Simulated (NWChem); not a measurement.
# nitrogen dioxide (NO₂, doublet); SMILES O=N[O]

All runs: NWChem. Spin-unrestricted. In the optimisation the excess spin sits in a1 (C2v, its own frame). The geometry was optimised at PBE0/def2-SVP, spin-unrestricted. No stability test was run on the SCF state. Level: M05-2X/def2-SVP with SMD (1 M gas to 1 M solution), gas-phase geometry. Reactions with the solvent are ignored.

```
solvent          dielectric constant  solvation free energy (kcal/mol)  cavity-dispersion-structure term (kcal/mol)  dipole in solution (D)
---------------  -------------------  --------------------------------  -------------------------------------------  ----------------------
water                           78.4                               2.7                                          4.4                    0.49
ethanol                         24.9                               2.8                                          4.5                    0.48
tetrahydrofuran                 7.43                              -0.1                                          0.5                    0.45
dichloromethane                 8.93                               0.4                                          1.2                    0.46
2-propanol                      19.3                               2.5                                          4.0                    0.48
anisole                         4.22                               0.0                                          0.5                    0.45
```
